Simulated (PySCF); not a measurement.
Unknown compound

Molecular formula: C₄H₃NO. Simulated spectra:

¹H NMR (600 MHz, computed): δ 7.18 (m, 1H), 6.96 (m, 1H), 6.30 (m, 1H).

¹³C{¹H} NMR (computed): δ 173.0 (C), 144.8 (CH2), 141.0 (CH), 121.0 (C).

[PySCF 2.14.0 with density-fitted response routines: geometry from PBE0-D3(BJ)/def2-TZVP; σ from GIAO-B97-2/pcSseg-2; no relativistic terms; one computed conformer; gas phase]

Scale: ¹H, ¹³C vs TMS (reference shieldings calculated alike).

What is the structure?

Answers


- The formula gives 4 degrees of unsaturation (no ring in the answer).
- 4 carbon signals for 4 carbons: no two carbons are equivalent.
- Carbon types of the structure: 2 × C, 1 × CH, 1 × CH2, which accounts for all hydrogens.
- δC 173.0: acyl cyanide carbonyl carbon.
- δC 144.8: β carbon of a C=C–C=O unit; conjugation with the carbonyl draws π density from the β position.
- δC 141.0: α carbon of a C=C–C=O unit; as expected for a trigonal carbon in a double bond.
- δC 121.0: nitrile carbon; typical of a nitrile.
- δH 7.18, 6.30: hydrogen on a β carbon of a C=C–C=O unit; a vinylic proton, deshielded by the sp2 carbon and the C=C anisotropy.
- δH 6.96: hydrogen on an α carbon of a C=C–C=O unit; attached to an sp2 carbon and in the plane of the double bond.

The compound is `C=CC(=O)C#N`.

This is the structure that produced the data.

Shifts are as computed. Against solution values, carbons near 30 ppm lie about +3 ppm off and those near 130 ppm about +7 ppm. Of 1211 compounds with measured shifts, 218 miss one by over three times the rms of a fit or turn the order of signals round; such compounds aren't used in these exercises. Multiplicities follow the n + 1 count of equivalent neighbours, as no J values were calculated; m marks all less simple cases, F and P coupling included.
